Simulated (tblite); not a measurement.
Species: C5H12S (charge +1 and doublet state).
Cartesian coordinates in Å at the GFN2-xTB level; atoms count from 1:
```
atom  x, y, z in Å
C1     2.559   -0.076   -0.444
C2     1.329   -0.159    0.412
C3     0.036   -0.395   -0.364
C4    -1.167   -0.148    0.540
C5    -2.496   -0.135   -0.198
S6    -0.918    1.468    1.390
H7     3.446    0.116    0.156
H8     2.467    0.684   -1.218
H9     2.727   -1.029   -0.955
H10    1.174    0.811    0.956
H11    1.458   -0.899    1.207
H12   -0.014    0.271   -1.229
H13    0.011   -1.419   -0.742
H14   -1.190   -0.871    1.358
H15   -3.321    0.083    0.476
H16   -2.670   -1.118   -0.630
H17   -2.497    0.595   -1.005
H18   -0.943    2.228    0.277
```

All values are computed: GFN2-xTB (tblite) harmonic vibrations without scaling, gas phase. Against measured fundamentals such values can be off by several per cent, at times by over 20. Modes of hydrogen on sulfur can be 10 to 20 % off. One conformer, not necessarily the lowest. Open shells enter through the occupations alone, without spin polarisation, and single modes of such species can be off by tens of per cent.

Harmonic wavenumbers (cm⁻¹): 92.5, 120.9, 164.2, 210.9, 213.7, 258.6, 293.4, 346.5, 417.6, 442.3, 605.9, 753.1, 782.5, 876.2, 906.0, 944.2, 977.9, 1031.3, 1065.9, 1093.3, 1122.5, 1128.2, 1136.7, 1177.0, 1223.9, 1240.0, 1284.9, 1314.7, 1348.6, 1375.2, 1405.7, 1408.5, 1438.5, 1457.5, 1464.7, 1471.2, 2325.5, 2596.5, 2948.6, 2960.3, 2971.7, 2983.2, 2993.0, 3029.6, 3041.7, 3041.9, 3045.2, 3057.3.

A = 4215, B = 1677, C = 1302 MHz; mass 104.066 u (most abundant isotopes); point group C1, symmetry number 1; spin multiplicity 2.

Q: Zero-point energy?

A: Half the sum of the wavenumbers: 33795 cm⁻¹ = 96.62 kcal/mol.

Q: Give the ideal-gas entropy at 298.15 K and 1 bar in the rigid-rotor, harmonic-oscillator model (classical rotation).

A: Translation 39.86, rotation 27.95, vibration 21.38, spin (R ln 2) 1.38: S = 90.6 cal/(mol K).

Q: And Cp and H(298.15 K) − H(0)?

A: Cp = 32.89 cal/(mol K), of which vibrations give 24.94 (their classical limit is 48 R = 95.4); H(298.15 K) − H(0) = 6.00 kcal/mol without the zero-point energy, 3.63 from vibrations.

Q: What must be added to the electronic energy to get the Gibbs energy at 298.15 K and 1 bar?

A: ZPE + [H(298.15 K) − H(0)] − T·S = 96.62 + 6.00 − 27.00 = 75.62 kcal/mol.

Q: Blend soft modes into free rotors: weight 1/[1 + (100 cm⁻¹/ν̃)⁴] for the oscillator and the rest for a rotor with moment μB/(μ + B), μ = h/(8π²ν), B = 10⁻⁴⁴ kg m². What vibrational entropy results?

A: 20.86 cal/(mol K) in place of 21.38, which changes −T·S at 298.15 K by +0.15 kcal/mol.

Q: Which modes carry the vibrational entropy at 298.15 K?

A: 92.5 cm⁻¹: 3.61; 120.9 cm⁻¹: 3.09; 164.2 cm⁻¹: 2.50; 210.9 cm⁻¹: 2.04; 213.7 cm⁻¹: 2.01; 258.6 cm⁻¹: 1.67 cal/(mol K); the other 42 give 6.47 together.

Hindered rotation and anharmonicity are outside this model. Other conformers, if any are populated, would add a mixing term that is left out. The structure is chiral; the term R ln 2 for an equal mix with its mirror image is left out.
